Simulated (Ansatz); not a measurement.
Coupled-cluster diagnostics for the cluster P₄⁺ (the lowest doublet isomer of a short search), Ansatz.

Geometry of the doublet (PBE-D4/def2-TZVP):

```xyz
4

P    -0.365    1.145   -0.679
P     1.345    0.177    0.253
P    -0.534   -0.299    1.237
P    -0.446   -1.024   -0.811
```

Correlated methods freeze 20 core orbitals. The structure comes from a short search, and lower isomers may exist.

Geometry of the charge 1 quartet (PBE-D4/def2-TZVP):

Cartesian coordinates in Å:
```
P 0.7665 0.2612 -1.5572
P 0.9826 -0.3096 0.5756
P -0.8331 0.6687 1.3926
P -0.9160 -0.6202 -0.4110
```

(1) Estimate the CCSD(T) correlation energy, the shares of MP2 and (T), T1 and the reference's ⟨S²⟩ for: charge 1, doublet, own geometry in def2-TZVPP; charge 1, quartet, own geometry in def2-TZVPP; and the rough time on 4 threads of Intel Xeon on a shared host.

## Answers

(1) 
| state | basis | correlation (eV) | MP2 share (%) | (T) share (%) | T1 | ⟨S²⟩ (pure) | wall time |
| --- | --- | --- | --- | --- | --- | --- | --- |
| charge 1, doublet, own geometry | def2-TZVPP | -16.796 | 89.2 | 7.3 | 0.024 | 0.82 (0.75) | 23 s |
| charge 1, quartet, own geometry | def2-TZVPP | -15.914 | 86.9 | 7.1 | 0.029 | 3.84 (3.75) | 13 s |
Customary marks for T1 are 0.02 (closed shells), 0.045 (open shells) and about 0.05 (3d metals). T1 exceeds 0.02 in 2 of 2 rows and 0.045 in 0; the higher it lies, the less the single-reference result can be trusted.
